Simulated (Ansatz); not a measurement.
The cluster Mg3H5. The state is a doublet with charge 0. Geometry r2SCAN-D4/def2-TZVPD, that of the charge -1 singlet; atoms count from 1.

```xyz
8

Mg    0.9766    0.8916    0.1048
Mg   -0.5774   -0.7960    2.0130
Mg   -1.1301   -0.9466   -0.7831
H     2.0958    2.0262   -0.6480
H    -1.9554   -1.5276   -2.2078
H    -0.9586    0.8229   -0.0895
H     0.7213   -0.9893   -0.3232
H     0.8278    0.5188    1.9339
```

The structure comes from a short search, and lower isomers may exist.

Estimate the Mulliken populations from the PBE0/def2-TZVPD orbitals of Ansatz.


```csv
atom,charge (e),spin (α − β)
Mg1,0.40,-0.01
Mg2,0.60,0.75
Mg3,0.06,0.16
H4,-0.20,0.07
H5,-0.20,0.02
H6,-0.22,-0.01
H7,-0.22,-0.01
H8,-0.22,0.05
```
Mulliken values and Mayer orders depend strongly on the basis. With diffuse functions, as here, like atoms can get unlike values, and bond orders can come out too low or too high.

Where does the spin sit?

Summed by element: Mg 0.90, H 0.10, of 1 unpaired in all. Largest on single atoms: Mg2 0.75, Mg3 0.16, H4 0.07.
